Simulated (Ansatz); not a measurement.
InSb (zinc blende): values from a third-order Birch-Murnaghan fit to a volume scan beside measured ones. Computed values: PBE (plane waves to 420 eV, PAW, scalar-relativistic; Ansatz, a quantum-chemistry and plane-wave program). At this level the bands of InSb touch or barely overlap; measurements give the solid a gap. InSb was relaxed with its symmetry unable to fall. Spin-orbit coupling is left out, though Sb is heavy. The PAW data are Ansatz's earlier set.

| quantity | reference | kind | PBE | difference |
|---|---|---|---|---|
| Lattice constant a (Å) | 6.468 | measured, corrected to the static lattice | 6.635 | +2.6 % |
| Bulk modulus B₀ (GPa) | 46.1 | measured, corrected to the static lattice | 36.6 | -20.6 % |

PBE overestimates the lattice constant a by 2.6 %. PBE underestimates the bulk modulus B₀ by 20.6 %.

References as given in: Daniel Mejia-Rodriguez, S. B. Trickey, Physical Review B (2018), arXiv:1807.09216.

(Under strain, the slope of the energy per volume gives the stress and its curvature an elastic modulus.)
